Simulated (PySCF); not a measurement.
Spectrum to structure. Theory: PySCF 2.14.0, density-fitted response routines, TDDFT PBE0/def2-SVPD, vertical, gas phase, core orbitals frozen in the response. Geometries: PBE0-D3(BJ)/def2-SVP, one conformer each.

```tsv
state	ν̃ (cm⁻¹)	f	main configurations (H = HOMO, L = LUMO)
S1	53190	0.0000	H→L+1 (51%), H→L+3 (25%), H-1→L+2 (20%)
S2	55600	0.0029	H→L+2 (47%), H-1→L+1 (36%), H-1→L+3 (14%)
S3	55900	0.0003	H-1→L+2 (77%), H→L+1 (15%)
S4	56970	0.0013	H-2→L (96%)
S5	59510	0.017	H→L (79%), H→L+3 (17%)
S6	59960	0.018	H-1→L (84%), H-1→L+3 (10%)
S7	62040	0.016	H→L+3 (51%), H→L+1 (28%), H→L (20%)
S8	62500	0.033	H-1→L+3 (48%), H-1→L+1 (36%), H-1→L (14%)
S9	64050	0.0016	H-2→L+1 (94%)
S10	67510	0.0072	H-2→L+2 (98%)
```

Orbital energies (eV): HOMO-3 -10.01, HOMO-2 -8.19, HOMO-1 -7.84, HOMO -7.77, LUMO 0.48, LUMO+1 0.90, LUMO+2 1.16.

Problem. Which structure fits? All have the formula C4H6O.
A. `C=CCC=O`
B. `C#CCCO`
C. `C1=CCOC1`

Solution. B. Its S1, at 6.59 eV, is the highest among the candidates; the nearest of the others has S1 at 5.95 eV. S1 is HOMO→LUMO+1 (51%), HOMO→LUMO+3 (25%), HOMO-1→LUMO+2 (20%). Löwdin shares by element: HOMO carbon 89% or more, hydrogen 4% or more; LUMO oxygen 34%, hydrogen 28% or more, carbon 18% or more (atoms not listed hold the other 19%). At the same level the other candidates give, for their lowest levels:
- `C=CCC=O`: 4.37 eV (f 0.001); 5.88 eV (f 0.013); 6.42 eV (f 0.042); 7.10 eV (f 0.023); 7.50 eV (f 0.037); T1 3.73 eV; HOMO -7.48, LUMO -0.83 eV
- `C1=CCOC1`: 5.95 eV (f 0.084); 6.40 eV (f 0.005); 7.18 eV (f 0.000); 7.37 eV (f 0.036); 7.59 eV (f 0.008); T1 4.20 eV; HOMO -6.77, LUMO 0.22 eV

Conformer computed: `[CH:1]#[C:2][CH2:3][CH2:4][OH:5]`: C2–C3–C4–O5 179°, H–O5–C4–C3 179°.
Triplets come from the Tamm–Dancoff approximation.
